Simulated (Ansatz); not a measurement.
## MoS$_{2}$: computed properties

Theory: DFT r2SCAN, scalar-relativistic, plane waves, PAW (Ansatz 0.2.0).

Settings: cutoff 500 eV, Γ-centred mesh 18×18×18 on the computed 3-atom cell, Gaussian smearing of 0.10 eV; no spin polarisation.

The structure is relaxed at this level of theory with its symmetry kept. This form isn't the usual stable structure of the compound.

The structure is trigonal, space group R-3m (No. 166). The conventional cell has a = 3.216 Å, b = 3.216 Å, c = 18.859 Å, α = 90.00°, β = 90.00°, γ = 120.00°. Mo (site symmetry -3m) is surrounded by 6 S at 2.42 Å. Around S (site symmetry 3m) lie 3 Mo at 2.42 Å.

```
Volume per atom                                                   : 126.6 bohr³
Formation energy from the elements' standard states (uncorrected) : -0.684 eV/atom
Generalised Kohn–Sham band gap                                    : none (metal)
Density of states at the Fermi level                              : 1.12 states/eV per cell
Löwdin character within 0.5 eV of the Fermi level                 : Mo 4d 52 %, S 3p 45 %
Bader charges (e)                                                 : Mo (1 in the cell) 1.41, S (2 in the cell) -0.70
```

The cell holds layers, and where no dispersion correction was added their binding is poorly described.

A ferromagnetic start lost its moments in a first run, so spin was left out; other magnetic orders weren't tried.

Cost: 1 run of about 3.6 core-minutes, on Intel Xeon Platinum 8259CL (Skylake/Cascade Lake) (shared hosts).